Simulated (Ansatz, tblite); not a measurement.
# PF3: rung by rung, part 1 of 3

Aim: run the singlet of PF3 at one geometry on many levels, and compare frontier levels, spin and run time.

Program: Ansatz 0.2.0, Gaussian basis. Level of theory: as each input shows. These are calculated values, not measurements.

Plan: GFN1-xTB, GFN2-xTB, PBE-D4/def2-TZVP, r2SCAN-D4/def2-TZVP, LDA/def2-TZVP, HF/def2-TZVP, CAM-B3LYP-D4/def2-TZVP, r2SCANh-D4/def2-TZVP, ωB97X-V/def2-TZVP, BLYP-D4/def2-TZVP, B2PLYP/def2-TZVP, B97M-V/def2-TZVP, LC-ωPBE/def2-TZVP, BHLYP-D4/def2-TZVP, B3LYP-D4/def2-TZVP, HSE06-D4/def2-TZVP, PBE-QIDH/def2-TZVP, ωB97M-V/def2-TZVP, r2SCAN0-D4/def2-TZVP, revPBE-D4/def2-TZVP, LC-ωPBE(0.10)/def2-TZVP, LC-ωPBE(0.15)/def2-TZVP, LC-ωPBE(0.20)/def2-TZVP, LC-ωPBE(0.30)/def2-TZVP, PBE-D4/def2-SVP, PBE0-D4/def2-SVP, HF/6-31G, B3LYP-D4/6-31G, PBE0-D4/def2-TZVPD, PBE-D4/def2-TZVPD, r2SCAN-D4/def2-TZVPD, CCSD(T)/def2-TZVPP, MP2/def2-TZVP, RPA/def2-TZVP, MP2/def2-QZVPP.

### 1 The relaxed structure

The geometry is that of the singlet, from an earlier relaxation (r2SCAN-D4/def2-TZVP).

4 atoms, charge 0, spin multiplicity 1.

Bond lengths: P1–F2 1.577 Å, P1–F3 1.577 Å, P1–F4 1.577 Å. Angles: F2–P1–F3 97.5°, F2–P1–F4 97.5°, F3–P1–F4 97.5°.

PBE0-D4/def2-TZVP was run before; its log isn't repeated, and its numbers join the tables.

### 2 GFN1-xTB

Tight binding, by tblite at 300 K electronic temperature and without a spin-polarisation term:

```python
tblite.interface.Calculator('GFN1-xTB', numbers, positions, charge=0, uhf=0).singlepoint()
```

Energy -495.6043 eV, HOMO -14.55 eV, LUMO -7.15 eV; 0.03 s.

### 3 GFN2-xTB

Tight binding, by tblite at 300 K electronic temperature and without a spin-polarisation term:

```python
tblite.interface.Calculator('GFN2-xTB', numbers, positions, charge=0, uhf=0).singlepoint()
```

Energy -458.2856 eV, HOMO -12.89 eV, LUMO -5.58 eV; 0.003 s.

### 4 PBE-D4/def2-TZVP

start.molden holds the orbitals of an earlier run on this state, given as this run's starting guess.

The input, in.yaml:

```yaml
crystal:
  periodic: [false, false, false]
  atoms:
    - {symbol: P, position_ang: [-0.004619, 0.004466, 0.587358]}
    - {symbol: F, position_ang: [1.369797, -0.029651, -0.184829]}
    - {symbol: F, position_ang: [-0.658137, 1.197567, -0.210078]}
    - {symbol: F, position_ang: [-0.707051, -1.172381, -0.192450]}
basis:
  gaussian: {orbitals: def2-TZVP, initial_orbitals: start.molden}
hamiltonian: {xc: pbe, dispersion: d4}
scf: {omitted_lower_state_checks: [starts]}
output: {forces: true, orbitals: {seedname: orbitals}}
```

Launch:

```bash
> ansatz run in.yaml --threads 2 --pin off --events-out ev --progress --plain --max-ram 4352MiB
```

The log of the run, shortened:

```text
Functional definition: PBE
  name "PBE"
  cite "Perdew, Burke & Ernzerhof, Phys. Rev. Lett. 77, 3865 (1996) doi:10.1103/PhysRevLett.77.3865"
  parent pbe
[...]
738 factors; their error is unknown
[...]
mean field -17434.51233962 eV, -640.7065109441 hartree, gradient 7.2e-6 eV, S^2 0.000000; 0 other end points of the search recorded, 0 dependent functions left out
[...]
reference -17434.51235963 eV, -640.7065116793 hartree; 21, 21 occupied and 109, 109 virtual orbitals, 738 factors
Total energy: -17434.57145468 eV, -640.7086833826 hartree
Atom 0 at    -0.004619     0.004466     0.587358 Å, force    -0.007176     0.006744     0.889040 eV/Å
Atom 1 at     1.369797    -0.029651    -0.184829 Å, force     0.664230    -0.015856    -0.291119 eV/Å
Atom 2 at    -0.658137     1.197567    -0.210078 Å, force    -0.316690     0.577411    -0.303228 eV/Å
Atom 3 at    -0.707051    -1.172381    -0.192450 Å, force    -0.340363    -0.568299    -0.294694 eV/Å
Dipole moment:    -0.001444     0.001401     0.184131 e Å
Checks for a lower state left out: starts
```

Run time: 0.9 s. Hardware: 2 threads of Intel Xeon 6975P-C, shared host.

HOMO -7.74 eV, LUMO -1.16 eV.

### 5 r2SCAN-D4/def2-TZVP

in.yaml, as its differences from that of step 4:

```diff
@@ -9,4 +9,4 @@
   gaussian: {orbitals: def2-TZVP, initial_orbitals: start.molden}
-hamiltonian: {xc: pbe, dispersion: d4}
+hamiltonian: {xc: r2scan, dispersion: d4}
 scf: {omitted_lower_state_checks: [starts]}
-output: {forces: true, orbitals: {seedname: orbitals}}
+output: {orbitals: {seedname: orbitals}}
```

Same command.

The log of the run, shortened:

```text
Functional definition: r2SCAN
  name "r2SCAN"
  cite "Furness, Kaplan, Ning, Perdew & Sun, J. Phys. Chem. Lett. 11, 8208 (2020) doi:10.1021/acs.jpclett.0c02405"
  cite "Furness, Kaplan, Ning, Perdew & Sun, J. Phys. Chem. Lett. 11, 9248 (2020) doi:10.1021/acs.jpclett.0c03077"
  parent r2scan
[...]
738 factors; their error is unknown
[...]
mean field -17442.38268403 eV, -640.9957407666 hartree, gradient 1.1e-5 eV, S^2 0.000000; 0 other end points of the search recorded, 0 dependent functions left out
reference -17442.38268951 eV, -640.9957409679 hartree; 21, 21 occupied and 109, 109 virtual orbitals, 738 factors
Total energy: -17442.39575751 eV, -640.9962212082 hartree
Checks for a lower state left out: starts
```

It took 1.6 s on 2 threads of Intel Xeon 6975P-C, shared host.

HOMO -8.05 eV, LUMO -0.89 eV.

### 6 LDA/def2-TZVP

in.yaml, as its differences from that of step 5:

```diff
@@ -9,4 +9,4 @@
   gaussian: {orbitals: def2-TZVP, initial_orbitals: start.molden}
-hamiltonian: {xc: r2scan, dispersion: d4}
+hamiltonian: {xc: lda}
 scf: {omitted_lower_state_checks: [starts]}
-output: {orbitals: {seedname: orbitals}}
+output: {forces: true, orbitals: {seedname: orbitals}}
```

Launched as before.

The log of the run, shortened:

```text
Functional definition: SPW92
  name "SPW92"
  cite "Dirac, Proc. Camb. Phil. Soc. 26, 376 (1930) doi:10.1017/S0305004100016108"
  cite "Slater, Phys. Rev. 81, 385 (1951) doi:10.1103/PhysRev.81.385"
  cite "Perdew & Wang, Phys. Rev. B 45, 13244 (1992) doi:10.1103/PhysRevB.45.13244"
[...]
738 factors; their error is unknown
[...]
Atom 0 at    -0.004619     0.004466     0.587358 Å, force     0.000024    -0.000190    -0.022998 eV/Å
Atom 1 at     1.369797    -0.029651    -0.184829 Å, force    -0.071100     0.001540     0.007037 eV/Å
Atom 2 at    -0.658137     1.197567    -0.210078 Å, force     0.034274    -0.062494     0.008434 eV/Å
Atom 3 at    -0.707051    -1.172381    -0.192450 Å, force     0.036802     0.061144     0.007527 eV/Å
Dipole moment:    -0.001530     0.001483     0.194998 e Å
Checks for a lower state left out: starts
```

Wall time 0.9 s (2 threads of Intel Xeon 6975P-C, shared host).

HOMO -7.92 eV, LUMO -1.43 eV.

### 7 HF/def2-TZVP

in.yaml, as its differences from that of step 6:

```diff
@@ -9,4 +9,4 @@
   gaussian: {orbitals: def2-TZVP, initial_orbitals: start.molden}
-hamiltonian: {xc: lda}
+hamiltonian: {xc: hf}
 scf: {omitted_lower_state_checks: [starts]}
-output: {forces: true, orbitals: {seedname: orbitals}}
+output: {orbitals: {seedname: orbitals}}
```

Launched as before.

The log of the run, shortened:

```text
Functional definition: HF
  name "HF"
  cite "Fock, Z. Phys. 61, 126 (1930) doi:10.1007/BF01340294"
  parent pbe
[...]
931 factors; their error is unknown
[...]
mean field -17396.70376886 eV, -639.3170715963 hartree, gradient 1.6e-5 eV, S^2 0.000000; 0 other end points of the search recorded, 0 dependent functions left out
reference -17396.70376886 eV, -639.3170715963 hartree; 21, 21 occupied and 109, 109 virtual orbitals, 931 factors
Total energy: -17396.70376886 eV, -639.3170715963 hartree
Checks for a lower state left out: starts
```

It took 0.6 s on 2 threads of Intel Xeon 6975P-C, shared host.

HOMO -12.69 eV, LUMO 3.36 eV.

### 8 CAM-B3LYP-D4/def2-TZVP

in.yaml, as its differences from that of step 7:

```diff
@@ -9,3 +9,3 @@
   gaussian: {orbitals: def2-TZVP, initial_orbitals: start.molden}
-hamiltonian: {xc: hf}
+hamiltonian: {xc: {name: CAM-B3LYP}, dispersion: d4}
 scf: {omitted_lower_state_checks: [starts]}
```

The command is unchanged.

The log of the run, shortened:

```text
Functional definition: CAM-B3LYP
  name "CAM-B3LYP"
  cite "Yanai, Tew & Handy, Chem. Phys. Lett. 393, 51 (2004) doi:10.1016/j.cplett.2004.06.011"
  cite "Iikura, Tsuneda, Yanai & Hirao, J. Chem. Phys. 115, 3540 (2001) doi:10.1063/1.1383587"
  cite "Becke, Phys. Rev. A 38, 3098 (1988) doi:10.1103/PhysRevA.38.3098"
  cite "Lee, Yang & Parr, Phys. Rev. B 37, 785 (1988) doi:10.1103/PhysRevB.37.785"
[...]
750 factors; their error is unknown
133 factors; integrals over basis functions are off by at most 6.8e-6 eV
[...]
mean field -17444.99267122 eV, -641.0916560267 hartree, gradient 3.3e-5 eV, S^2 0.000000; 0 other end points of the search recorded, 0 dependent functions left out
reference -17444.99274479 eV, -641.0916587304 hartree; 21, 21 occupied and 109, 109 virtual orbitals, 750 factors
Total energy: -17445.04071729 eV, -641.0934216870 hartree
Checks for a lower state left out: starts
```

It took 1.3 s on 2 threads of Intel Xeon 6975P-C, shared host.

From the report: HOMO -10.69 eV, LUMO 0.89 eV.

### 9 r2SCANh-D4/def2-TZVP

in.yaml, as its differences from that of step 8:

```diff
@@ -9,3 +9,3 @@
   gaussian: {orbitals: def2-TZVP, initial_orbitals: start.molden}
-hamiltonian: {xc: {name: CAM-B3LYP}, dispersion: d4}
+hamiltonian: {xc: {name: r2SCANh}, dispersion: d4}
 scf: {omitted_lower_state_checks: [starts]}
```

Same command.

The log of the run, shortened:

```text
Functional definition: r2SCANh
  name "r2SCANh"
  cite "Bursch, Neugebauer, Ehlert & Grimme, J. Chem. Phys. 156, 134105 (2022) doi:10.1063/5.0086040"
  cite "Furness, Kaplan, Ning, Perdew & Sun, J. Phys. Chem. Lett. 11, 8208 (2020) doi:10.1021/acs.jpclett.0c02405"
  cite "Furness, Kaplan, Ning, Perdew & Sun, J. Phys. Chem. Lett. 11, 9248 (2020) doi:10.1021/acs.jpclett.0c03077"
  parent r2scan
[...]
738 factors; their error is unknown
[...]
mean field -17441.85214293 eV, -640.9762437407 hartree, gradient 1.1e-5 eV, S^2 0.000000; 0 other end points of the search recorded, 0 dependent functions left out
reference -17441.85214794 eV, -640.9762439248 hartree; 21, 21 occupied and 109, 109 virtual orbitals, 738 factors
Total energy: -17441.86592283 eV, -640.9767501427 hartree
Checks for a lower state left out: starts
```

Wall time 2.1 s (2 threads of Intel Xeon 6975P-C, shared host).

Report: HOMO -8.60 eV, LUMO -0.54 eV.

### 10 ωB97X-V/def2-TZVP

in.yaml, as its differences from that of step 9:

```diff
@@ -9,3 +9,3 @@
   gaussian: {orbitals: def2-TZVP, initial_orbitals: start.molden}
-hamiltonian: {xc: {name: r2SCANh}, dispersion: d4}
+hamiltonian: {xc: {name: wB97X-V}}
 scf: {omitted_lower_state_checks: [starts]}
```

Launched as before.

The log of the run, shortened:

```text
Functional definition: wB97X-V
  name "wB97X-V"
  cite "Mardirossian & Head-Gordon, Phys. Chem. Chem. Phys. 16, 9904 (2014) doi:10.1039/C3CP54374A"
  cite "Becke, J. Chem. Phys. 107, 8554 (1997) doi:10.1063/1.475007"
  cite "Vydrov & Van Voorhis, J. Chem. Phys. 133, 244103 (2010) doi:10.1063/1.3521275"
[...]
      + integral(e_c_pw_opposite_spin*poly(b97_u_opposite, cos0, cos1)) + vv10(b, c)
[...]
738 factors; their error is unknown
126 factors; integrals over basis functions are off by at most 5.7e-6 eV
[...]
mean field -17442.12020868 eV, -640.9860949754 hartree, gradient 4.2e-5 eV, S^2 0.000000; 0 other end points of the search recorded, 0 dependent functions left out
reference -17442.12020767 eV, -640.9860949382 hartree; 21, 21 occupied and 109, 109 virtual orbitals, 738 factors
Total energy: -17442.12020767 eV, -640.9860949382 hartree
Checks for a lower state left out: starts
```

Wall time 2.3 s (2 threads of Intel Xeon 6975P-C, shared host).

HOMO -11.63 eV, LUMO 2.07 eV.

### 11 BLYP-D4/def2-TZVP

in.yaml, as its differences from that of step 10:

```diff
@@ -9,3 +9,3 @@
   gaussian: {orbitals: def2-TZVP, initial_orbitals: start.molden}
-hamiltonian: {xc: {name: wB97X-V}}
+hamiltonian: {xc: {name: BLYP}, dispersion: d4}
 scf: {omitted_lower_state_checks: [starts]}
```

Same command.

The log of the run, shortened:

```text
Functional definition: BLYP
  name "BLYP"
  cite "Becke, Phys. Rev. A 38, 3098 (1988) doi:10.1103/PhysRevA.38.3098"
  cite "Lee, Yang & Parr, Phys. Rev. B 37, 785 (1988) doi:10.1103/PhysRevB.37.785"
[...]
738 factors; their error is unknown
[...]
mean field -17445.98187204 eV, -641.1280084861 hartree, gradient 2.5e-5 eV, S^2 0.000000; 0 other end points of the search recorded, 0 dependent functions left out
reference -17445.98207635 eV, -641.1280159944 hartree; 21, 21 occupied and 109, 109 virtual orbitals, 738 factors
Total energy: -17446.11987406 eV, -641.1330799668 hartree
Checks for a lower state left out: starts
```

Wall time 1 s (2 threads of Intel Xeon 6975P-C, shared host).

HOMO -7.68 eV, LUMO -1.07 eV.

### 12 B2PLYP/def2-TZVP

in.yaml, as its differences from that of step 11:

```diff
@@ -9,4 +9,3 @@
   gaussian: {orbitals: def2-TZVP, initial_orbitals: start.molden}
-hamiltonian: {xc: {name: BLYP}, dispersion: d4}
+hamiltonian: {xc: {name: B2PLYP}}
 scf: {omitted_lower_state_checks: [starts]}
-output: {orbitals: {seedname: orbitals}}
```

Same command.

The log of the run, shortened:

```text
Functional definition: B2PLYP
  name "B2PLYP"
  cite "Grimme, J. Chem. Phys. 124, 034108 (2006) doi:10.1063/1.2148954"
  cite "Becke, Phys. Rev. A 38, 3098 (1988) doi:10.1103/PhysRevA.38.3098"
  cite "Lee, Yang & Parr, Phys. Rev. B 37, 785 (1988) doi:10.1103/PhysRevB.37.785"
[...]
838 factors; integrals over basis functions are off by at most 6.9e-4 eV
[...]
mean field -17431.14130114 eV, -640.5826275648 hartree, gradient 2.6e-6 eV, S^2 0.000000; 0 other end points of the search recorded, 0 dependent functions left out
8 core orbitals not correlated: weight in the atoms' cores, before any rotation towards them, 1.000 or more for the frozen orbitals, at most 0.000 for the correlated occupied ones
reference -17431.14139822 eV, -640.5826311324 hartree; 13, 13 occupied and 109, 109 virtual orbitals, 838 factors
second order -28.74835943 eV of doubles, -0.00000000 eV of singles
Total energy: -17438.90345526 eV, -640.8678814676 hartree
Checks for a lower state left out: starts
```

It took 2.4 s on 2 threads of Intel Xeon 6975P-C, shared host.

### 13 B97M-V/def2-TZVP

in.yaml, as its differences from that of step 12:

```diff
@@ -9,3 +9,4 @@
   gaussian: {orbitals: def2-TZVP, initial_orbitals: start.molden}
-hamiltonian: {xc: {name: B2PLYP}}
+hamiltonian: {xc: {name: B97M-V}}
 scf: {omitted_lower_state_checks: [starts]}
+output: {orbitals: {seedname: orbitals}}
```

Same command.

The log of the run, shortened:

```text
Functional definition: B97M-V
  name "B97M-V"
  cite "Mardirossian & Head-Gordon, J. Chem. Phys. 142, 074111 (2015) doi:10.1063/1.4907719"
  cite "Becke, J. Chem. Phys. 107, 8554 (1997) doi:10.1063/1.475007"
  cite "Vydrov & Van Voorhis, J. Chem. Phys. 133, 244103 (2010) doi:10.1063/1.3521275"
  # Of w^i u^j: cxij and so on, Table III.
[...]
  gx(w, u) = cx00 + cx01*u + cx02*u^2 + (cx10 + cx11*u)*w
[...]
      + integral(e_c_pw_mod_opposite_spin*gos(b97_w_opposite, b97_u_opposite)) + vv10(b, c)
[...]
738 factors; their error is unknown
[...]
mean field -17440.95414386 eV, -640.9432428835 hartree, gradient 1.2e-5 eV, S^2 0.000000; 0 other end points of the search recorded, 0 dependent functions left out
reference -17440.95417422 eV, -640.9432439993 hartree; 21, 21 occupied and 109, 109 virtual orbitals, 738 factors
Total energy: -17440.95417422 eV, -640.9432439993 hartree
Checks for a lower state left out: starts
```

Run time: 2.9 s. Hardware: 2 threads of Intel Xeon 6975P-C, shared host.

Report: HOMO -8.16 eV, LUMO -0.89 eV.

### 14 LC-ωPBE/def2-TZVP

in.yaml, as its differences from that of step 13:

```diff
@@ -9,3 +9,3 @@
   gaussian: {orbitals: def2-TZVP, initial_orbitals: start.molden}
-hamiltonian: {xc: {name: B97M-V}}
+hamiltonian: {xc: {name: LC-wPBE}}
 scf: {omitted_lower_state_checks: [starts]}
```

The command is unchanged.

The log of the run, shortened:

```text
Functional definition: LC-wPBE
  name "LC-wPBE"
  cite "Vydrov & Scuseria, J. Chem. Phys. 125, 234109 (2006) doi:10.1063/1.2409292"
  cite "Heyd & Scuseria, J. Chem. Phys. 120, 7274 (2004) doi:10.1063/1.1668634"
  cite "Ernzerhof & Perdew, J. Chem. Phys. 109, 3313 (1998) doi:10.1063/1.476928"
  cite "Perdew, Burke & Ernzerhof, Phys. Rev. Lett. 77, 3865 (1996) doi:10.1103/PhysRevLett.77.3865"
  parent pbe
[...]
738 factors; their error is unknown
185 factors; integrals over basis functions are off by at most 1.0e-5 eV
[...]
mean field -17439.13882438 eV, -640.8765311231 hartree, gradient 8.7e-5 eV, S^2 0.000000; 0 other end points of the search recorded, 0 dependent functions left out
reference -17439.13882438 eV, -640.8765311232 hartree; 21, 21 occupied and 109, 109 virtual orbitals, 738 factors
Total energy: -17439.13882438 eV, -640.8765311232 hartree
Checks for a lower state left out: starts
```

Wall time 1.3 s (2 threads of Intel Xeon 6975P-C, shared host).

From the report: HOMO -11.99 eV, LUMO 2.20 eV.

### 15 BHLYP-D4/def2-TZVP

in.yaml, as its differences from that of step 14:

```diff
@@ -9,3 +9,3 @@
   gaussian: {orbitals: def2-TZVP, initial_orbitals: start.molden}
-hamiltonian: {xc: {name: LC-wPBE}}
+hamiltonian: {xc: {name: BHLYP}, dispersion: d4}
 scf: {omitted_lower_state_checks: [starts]}
```

Launched as before.

The log of the run, shortened:

```text
Functional definition: BHLYP
  name "BHLYP"
  cite "Becke, J. Chem. Phys. 98, 1372 (1993) doi:10.1063/1.464304"
  cite "Becke, Phys. Rev. A 38, 3098 (1988) doi:10.1103/PhysRevA.38.3098"
  cite "Lee, Yang & Parr, Phys. Rev. B 37, 785 (1988) doi:10.1103/PhysRevB.37.785"
[...]
842 factors; their error is unknown
[...]
mean field -17443.41722242 eV, -641.0337593509 hartree, gradient 1.0e-5 eV, S^2 0.000000; 0 other end points of the search recorded, 0 dependent functions left out
reference -17443.41732615 eV, -641.0337631631 hartree; 21, 21 occupied and 109, 109 virtual orbitals, 842 factors
Total energy: -17443.48544475 eV, -641.0362664756 hartree
Checks for a lower state left out: starts
```

It took 1.1 s on 2 threads of Intel Xeon 6975P-C, shared host.

From the report: HOMO -10.62 eV, LUMO 0.77 eV.

### 16 B3LYP-D4/def2-TZVP

in.yaml, as its differences from that of step 15:

```diff
@@ -9,3 +9,3 @@
   gaussian: {orbitals: def2-TZVP, initial_orbitals: start.molden}
-hamiltonian: {xc: {name: BHLYP}, dispersion: d4}
+hamiltonian: {xc: {name: B3LYP}, dispersion: d4}
 scf: {omitted_lower_state_checks: [starts]}
```

Same command.

The log of the run, shortened:

```text
Functional definition: B3LYP
  name "B3LYP"
  cite "Stephens, Devlin, Chabalowski & Frisch, J. Phys. Chem. 98, 11623 (1994) doi:10.1021/j100096a001"
  cite "Becke, Phys. Rev. A 38, 3098 (1988) doi:10.1103/PhysRevA.38.3098"
  cite "Lee, Yang & Parr, Phys. Rev. B 37, 785 (1988) doi:10.1103/PhysRevB.37.785"
  cite "Vosko, Wilk & Nusair, Can. J. Phys. 58, 1200 (1980) doi:10.1139/p80-159"
[...]
750 factors; their error is unknown
[...]
mean field -17446.83998346 eV, -641.1595434993 hartree, gradient 3.9e-5 eV, S^2 0.000000; 0 other end points of the search recorded, 0 dependent functions left out
reference -17446.84013512 eV, -641.1595490726 hartree; 21, 21 occupied and 109, 109 virtual orbitals, 750 factors
Total energy: -17446.93665253 eV, -641.1630960220 hartree
Checks for a lower state left out: starts
```

It took 0.96 s on 2 threads of Intel Xeon 6975P-C, shared host.

HOMO -9.02 eV, LUMO -0.48 eV.

### 17 HSE06-D4/def2-TZVP

in.yaml, as its differences from that of step 16:

```diff
@@ -9,3 +9,3 @@
   gaussian: {orbitals: def2-TZVP, initial_orbitals: start.molden}
-hamiltonian: {xc: {name: B3LYP}, dispersion: d4}
+hamiltonian: {xc: hse06, dispersion: d4}
 scf: {omitted_lower_state_checks: [starts]}
```

Same command.

The log of the run, shortened:

```text
Functional definition: HSE06
  name "HSE06"
  cite "Heyd, Scuseria & Ernzerhof, J. Chem. Phys. 118, 8207 (2003) doi:10.1063/1.1564060"
  cite "Krukau, Vydrov, Izmaylov & Scuseria, J. Chem. Phys. 125, 224106 (2006) doi:10.1063/1.2404663"
  cite "Heyd & Scuseria, J. Chem. Phys. 120, 7274 (2004) doi:10.1063/1.1668634"
  cite "Ernzerhof & Perdew, J. Chem. Phys. 109, 3313 (1998) doi:10.1063/1.476928"
[...]
750 factors; their error is unknown
49 factors; integrals over basis functions are off by at most 2.8e-7 eV
[...]
mean field -17434.59816669 eV, -640.7096650307 hartree, gradient 2.6e-5 eV, S^2 0.000000; 0 other end points of the search recorded, 0 dependent functions left out
reference -17434.59818666 eV, -640.7096657647 hartree; 21, 21 occupied and 109, 109 virtual orbitals, 750 factors
Total energy: -17434.64261627 eV, -640.7112985227 hartree
Checks for a lower state left out: starts
```

It took 1.3 s on 2 threads of Intel Xeon 6975P-C, shared host.

From the report: HOMO -8.80 eV, LUMO -0.59 eV.

### 18 PBE-QIDH/def2-TZVP

in.yaml, as its differences from that of step 17:

```diff
@@ -9,4 +9,3 @@
   gaussian: {orbitals: def2-TZVP, initial_orbitals: start.molden}
-hamiltonian: {xc: hse06, dispersion: d4}
+hamiltonian: {xc: {name: PBE-QIDH}}
 scf: {omitted_lower_state_checks: [starts]}
-output: {orbitals: {seedname: orbitals}}
```

Same command.

The log of the run, shortened:

```text
Functional definition: PBE-QIDH
  name "PBE-QIDH"
  cite "Brémond, Sancho-García, Pérez-Jiménez & Adamo, J. Chem. Phys. 141, 031101 (2014) doi:10.1063/1.4890314"
  cite "Perdew, Burke & Ernzerhof, Phys. Rev. Lett. 77, 3865 (1996) doi:10.1103/PhysRevLett.77.3865"
[...]
838 factors; integrals over basis functions are off by at most 6.9e-4 eV
[...]
mean field -17422.88172582 eV, -640.2790937706 hartree, gradient 8.8e-6 eV, S^2 0.000000; 0 other end points of the search recorded, 0 dependent functions left out
8 core orbitals not correlated: weight in the atoms' cores, before any rotation towards them, 1.000 or more for the frozen orbitals, at most 0.000 for the correlated occupied ones
reference -17422.88173199 eV, -640.2790939972 hartree; 13, 13 occupied and 109, 109 virtual orbitals, 838 factors
second order -26.85692906 eV of doubles, -0.00000000 eV of singles
Total energy: -17431.83404167 eV, -640.6080853101 hartree
Checks for a lower state left out: starts
```

Wall time 2.1 s (2 threads of Intel Xeon 6975P-C, shared host).

(Continued in part 2 of 3.)
